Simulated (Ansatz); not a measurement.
**SiH4 (singlet): from Hartree-Fock to the top rungs at scale of all distances = 1.000, cc-pVDZ**

How much of the correlation energy of SiH4 (singlet) does each wave-function method recover here?

Computed with Ansatz 0.2.0, Gaussian basis. Level: cc-pVDZ, core rule «outside noble gas», up to 5 orbitals frozen.

Plan: UHF; CCSD(T) on RHF; BCCD(T) on RHF; CISD; CCSDT(Q) on RHF; CASSCF and MRCISD+Q, 2 electrons in 2 orbitals; CASSCF and NEVPT2, 2 electrons in 2 orbitals; CASSCF and MRCISD+Q, 8 electrons in 8 orbitals; CASSCF and NEVPT4(SD), 8 electrons in 8 orbitals; CASSCF and NEVPT2, 8 electrons in 8 orbitals.

17 further runs of the same task are left out: 1 for a known fault of the program, 12 that didn't finish, 4 set aside as unsound or not needed.

## 1. What is computed

The geometry derives from a PBE0/def2-TZVP stationary point (not a proven minimum). All distances are scaled together.

5 atoms, charge 0, spin multiplicity 1.

Atoms are counted from 1 here; the program's logs count them from 0.

Bond lengths: Si1–H2 1.485 Å, Si1–H3 1.485 Å, Si1–H4 1.485 Å, Si1–H5 1.485 Å. Angles: H2–Si1–H3 109.5°, H2–Si1–H4 109.5°, H2–Si1–H5 109.5°, H3–Si1–H4 109.5°, H3–Si1–H5 109.5°, H4–Si1–H5 109.5°.

## 2. UHF

in.yaml reads:

```yaml
crystal:
  periodic: [false, false, false]
  atoms:
    - {symbol: Si, position_ang: [0.000000, 0.000000, 0.000000]}
    - {symbol: H, position_ang: [0.855850, 0.858745, 0.856831]}
    - {symbol: H, position_ang: [-0.859551, -0.854424, 0.857445]}
    - {symbol: H, position_ang: [-0.854730, 0.855535, -0.861149]}
    - {symbol: H, position_ang: [0.858431, -0.859856, -0.853127]}
basis:
  gaussian: {orbitals: cc-pVDZ}
magnetization: {spin_polarized: true, initial_magnetization: 0}
hamiltonian: {xc: hf}
output: {orbitals: {seedname: orbitals}}
```

Run with:

```bash
> ansatz run in.yaml --threads 1 --pin off --events-out ev --progress --plain --max-ram 2393MiB
```

The runs that follow: CCSD(T) on RHF; BCCD(T) on RHF; CISD; CCSDT(Q) on RHF; CASSCF and MRCISD+Q, 2 electrons in 2 orbitals; CASSCF and NEVPT2, 2 electrons in 2 orbitals; CASSCF and MRCISD+Q, 8 electrons in 8 orbitals; CASSCF and NEVPT4(SD), 8 electrons in 8 orbitals; CASSCF and NEVPT2, 8 electrons in 8 orbitals.

Before running them: what should the planned runs give, taken together? Wanted: RCCSDT(Q) below the RHF energy; RMP2 from RCCSDT(Q); RCCSD from RCCSDT(Q); RCCSD(T) from RCCSDT(Q); NEVPT2 pair from RCCSDT(Q); MRCISD+Q pair from RCCSDT(Q); NEVPT2 valence from RCCSDT(Q); T1 diagnostic; effectively unpaired electrons.

As calculated:

| quantity | value |
| --- | --- |
| RCCSDT(Q) below the RHF energy | -4.0951 eV |
| RMP2 from RCCSDT(Q) | +927.7 meV |
| RCCSD from RCCSDT(Q) | +84.2 meV |
| RCCSD(T) from RCCSDT(Q) | +17.6 meV |
| NEVPT2 pair from RCCSDT(Q) | +936.6 meV |
| MRCISD+Q pair from RCCSDT(Q) | -13.7 meV |
| NEVPT2 valence from RCCSDT(Q) | +851.0 meV |
| levels within 1 kcal/mol (43 meV) | RCCSD(T), BCCD(T), RCCSDT, MRCISD+Q pair, MRCISD+Q valence |
| T1 diagnostic | 0.010 |
| effectively unpaired electrons | 0.01 |

**Reading.** RCCSD(T) misses by +17.6 meV, 0.4 % of the correlation energy. One determinant dominates. Of the multireference levels listed MRCISD+Q valence comes nearest in total energy (+10.7 meV), which doesn't show that its space is the better one. These misses are within one basis, not against nature.
